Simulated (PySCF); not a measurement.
# LiS at HSE06

Computed with HSE06; basis Li 6-311G(d,p), S 6-311G(d,p); no relativity; PySCF 2.14.

| Quantity | Value |
| --- | --- |
| state | ²Π (doublet), unpaired electrons π ↑ |
| bond length | 2.155 Å |
| harmonic wavenumber | 573 cm⁻¹ |
| force constant | 1.11 mdyn/Å |
| rotational constant Be | 0.6311 cm⁻¹ |
| anharmonicity ωexe | 3.73 cm⁻¹ |
| vibration–rotation constant αe | 0.00686 cm⁻¹ |
| well depth De to Li + S | 3.13 eV |
| dissociation energy D0 | 3.09 eV |
| bond order (Mayer) | 0.82 |
| dipole moment (positive dipole means Li(−)S(+)) | -7.25 D |

The state was picked by a PBE0 search and need not be the measured ground state.
